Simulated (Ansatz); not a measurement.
# BNHS (doublet): the correlation ladder at angle N2–B1–H4 = 154.5°, cc-pVDZ

An exercise on one series of results from a longer session: the logs are not shown, and one member is left open.

Computed with Ansatz 0.2.0, Gaussian basis. Level: cc-pVDZ, core rule «outside noble gas», up to 7 orbitals frozen.

The runs, in order: UHF; CCSD(T) on ROHF; CCSD(T) on UHF; BCCD(T) on ROHF; CISD; CCSDT(Q) on ROHF; CCSDT(Q) on UHF; CASSCF and MRCISD+Q, 3 electrons in 3 orbitals; CASSCF and NEVPT2, 3 electrons in 3 orbitals.

12 further runs of the same task are left out: 1 for a mislabelled method, 9 that didn't finish, 2 set aside as unsound or not needed.

### What is computed

The geometry derives from a PBE0/def2-TZVP stationary point (not a proven minimum). One angle is set to the value named; bond lengths are kept.

4 atoms, charge 0, spin multiplicity 2.

Atoms are counted from 1 here; the program's logs count them from 0.

Bond lengths: B1–N2 1.256 Å, B1–H4 1.170 Å, N2–S3 1.585 Å. Angles: N2–B1–H4 154.5°, B1–N2–S3 180.0°.

Set-up of the first run:

File in.yaml:

```yaml
crystal:
  periodic: [false, false, false]
  atoms:
    - {symbol: B, position_ang: [-0.290570, 0.000000, 0.713658]}
    - {symbol: N, position_ang: [-0.013440, 0.000000, -0.511079]}
    - {symbol: S, position_ang: [0.336409, 0.000000, -2.057192]}
    - {symbol: H, position_ang: [-0.032398, 0.000000, 1.854613]}
basis:
  gaussian: {orbitals: cc-pVDZ}
magnetization: {spin_polarized: true, initial_magnetization: 1}
hamiltonian: {xc: hf}
output: {orbitals: {seedname: orbitals}}
```

Run with:

```bash
$ ansatz run in.yaml --threads 1 --pin off --events-out ev --progress --plain --max-ram 2393MiB
```

Among the steps run: UHF; CCSD(T) on ROHF; CCSD(T) on UHF; BCCD(T) on ROHF; CISD; CCSDT(Q) on ROHF; CCSDT(Q) on UHF; CASSCF and MRCISD+Q, 3 electrons in 3 orbitals; CASSCF and NEVPT2, 3 electrons in 3 orbitals.

One table of the session follows, with a row left open; its other results are not shown here.

It belongs to the step «Misses and costs». 

```
       method  from UCCSDT(Q) (meV)
         ROHF              +10805.2
          UHF              +10669.1
         RMP2               +1123.7
         UMP2               +1158.7
         CISD               +1585.1
        RCCSD                     ?
        UCCSD                +469.3
     RCCSD(T)                 +64.2
     UCCSD(T)                 +66.3
      BCCD(T)                 +65.8
       RCCSDT                 +42.2
       UCCSDT                 +42.0
    RCCSDT(Q)                  +4.7
    UCCSDT(Q)                     0
  CASSCF pair              +10159.0
  NEVPT2 pair               +1145.6
  MRCISD pair               +1410.3
MRCISD+Q pair                +284.5
```

Estimate the missing values for RCCSD.

As computed: from UCCSDT(Q) (meV): +472.6. In the column «from UCCSDT(Q) (meV)» it lies between UCCSD (+469.3) and RMP2 (+1123.7).

Limits of these values: Restricted and unrestricted rows rest on different reference determinants; where their highest levels disagree by more than a few hundredths of an eV, they describe different states and don't form one ladder.
